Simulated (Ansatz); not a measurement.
The input, for Ansatz 0.2.0:

```yaml
crystal:
  periodic: [false, false, false]
  atoms:
    - {symbol: As, position_ang: [0.000121, -0.335140, 0.544343]}
    - {symbol: Se, position_ang: [0.000086, -0.290607, -3.258396]}
    - {symbol: H, position_ang: [0.000054, 1.178953, 0.634397]}
    - {symbol: H, position_ang: [-0.000260, -0.553205, 2.079657]}
basis:
  gaussian: {orbitals: STO-3G, fitting: {mean_field: def2-universal-jkfit}}
magnetization: {spin_polarized: false, initial_magnetization: 3}
correlation: {active_space: {window: {electrons: 7, orbitals: 5}, fixed_orbitals: true}}
scf: {lower_state_search: off}
output: {forces: true}
```

```sh
$ ansatz run in.yaml --threads 1 --pin off --events-out ev --progress --plain --max-ram 2393MiB
```

Output:

```
these checks for a lower state are left out or cut short: starts, cluster_reference, orbital_swaps, neighbouring_geometries, increment
568 factors; integrals over basis functions are off by at most 1.8e-2 eV
mean field evaluation 1: about -124734.0543 eV, gradient 6.5e0 eV
mean field evaluation 2: about -124735.1756 eV, gradient 1.5e0 eV
mean field evaluation 4: about -124735.1920 eV, gradient 2.8e-4 eV
mean field evaluation 8: about -124735.1920 eV, gradient 3.9e-4 eV
mean field evaluation 16: about -124735.1936 eV, gradient 9.1e-3 eV
mean field -124735.19365735 eV, -4583.9338183568 hartree, gradient 9.9e-11 eV, S^2 3.750000; 1 other end points of the search recorded, 0 dependent functions left out
reference -124735.19365735 eV, -4583.9338183568 hartree; 36, 33 occupied and 2, 5 virtual orbitals, 568 factors
state -124735.19366412 eV, -4583.9338186056 hartree
the calculation of the forces begins
Total energy: -124735.19366412 eV, -4583.9338186056 hartree
Atom 0 at     0.000121    -0.335140     0.544343 Å, force    -0.000511     0.879531     1.866465 eV/Å
Atom 1 at     0.000086    -0.290607    -3.258396 Å, force     0.000004    -0.004076    -0.018181 eV/Å
Atom 2 at     0.000054     1.178953     0.634397 Å, force     0.000005    -1.386490     0.157609 eV/Å
Atom 3 at    -0.000260    -0.553205     2.079657 Å, force     0.000501     0.511035    -2.005893 eV/Å
Dipole moment:    -0.000038     0.117697     0.158308 e Å
Checks for a lower state left out: starts, cluster_reference, orbital_swaps, neighbouring_geometries, increment
```

Natural occupations: 2.0000 2.0000 1.0000 1.0000 1.0000.

Forces (eV/Å):
```
As  -0.001  0.880  1.866
Se   0.000 -0.004 -0.018
H    0.000 -1.386  0.158
H    0.001  0.511 -2.006
```

Ran on 1 thread of Arm Neoverse V2, shared host: 2.4 s wall, 0.12 GiB peak host memory.
